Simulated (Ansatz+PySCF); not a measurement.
A calculation with Ansatz (development build ahead of 0.2.0).

```yaml
crystal:
  periodic: [false, false, false]
  atoms:
    - { symbol: C, position_ang: [-0.01851, -0.40835, -1.86445] }
    - { symbol: C, position_ang: [-0.03482, 0.41604, -0.67501] }
    - { symbol: C, position_ang: [-0.00134, -0.36505, 0.6365] }
    - { symbol: C, position_ang: [0.01914, 0.46566, 1.89346] }
    - { symbol: H, position_ang: [0.04182, 0.18289, -2.79953] }
    - { symbol: H, position_ang: [0.83764, -1.06977, -1.95852] }
    - { symbol: H, position_ang: [-0.86221, -1.03313, -1.9443] }
    - { symbol: H, position_ang: [-0.84957, 1.04947, -0.61464] }
    - { symbol: H, position_ang: [0.91463, 1.06041, -0.66285] }
    - { symbol: H, position_ang: [0.86377, -1.07866, 0.68254] }
    - { symbol: H, position_ang: [-0.85127, -1.04427, 0.62313] }
    - { symbol: H, position_ang: [0.0258, -0.17492, 2.8399] }
    - { symbol: H, position_ang: [0.84221, 1.08303, 1.97784] }
    - { symbol: H, position_ang: [-0.8748, 1.11641, 1.98159] }
basis:
  gaussian: { orbitals: def2-SVP }
magnetization:
  spin_polarized: true
hamiltonian:
  xc: hf
correlation:
  method: mp2
  frozen_orbitals: { C: 1, H: 0 }
scf:
  omitted_lower_state_checks: [starts, atomic_configurations, cluster_reference, orbital_swaps, given_window_search, neighbouring_geometries, increment]
```

The input is written out in the form of the current development build from the run's settings.

Results

```
Converged                       : yes
Reference energy                : -157.17145 hartree
Correlation energy              : -0.58800 hartree
Total energy                    : -157.75944 hartree
Spin squared of the determinant : 0.000
Stability test                  : minimum
```
